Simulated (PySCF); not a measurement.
# Identify the compound

An unknown has the formula C2H3P. Its calculated NMR data are:

$^{1}$H NMR (600 MHz, computed): δ 2.27 (m, 3H).

$^{13}$C{$^{1}$H} NMR (computed): δ 180.6, 16.4.

[PySCF 2.14.0 with density-fitted response routines: geometry from PBE0-D3(BJ)/def2-TZVP; σ from GIAO-B97-2/pcSseg-2; in vacuum; rapidly exchanging positions averaged; non-relativistic Hamiltonian; a single conformation]

Referencing at the same level of theory: TMS for $^{1}$H and $^{13}$C.

Question: Deduce the structure.

Answer: 
2 carbon signals for 2 carbons: no two carbons are equivalent. Carbon types of the structure: 1 × C, 1 × CH3, which accounts for all hydrogens. δC 180.6: carbon bonded to C, P. δC 16.4: methyl carbon; aliphatic region, no heteroatom directly attached. δH 2.27: hydrogen on a methyl carbon.

The compound is `InChI=1S/C2H3P/c1-2-3/h1H3`.

Splittings by $^{31}$P in the carbon and heteronuclear signals aren't shown, as no couplings were computed. Shifts are as computed. Against solution values, carbons near 30 ppm lie about +3 ppm off and those near 130 ppm about +7 ppm. Of 1211 compounds with measured shifts, 218 miss one by over three times the rms of a fit or turn the order of signals round; such compounds aren't used in these exercises.
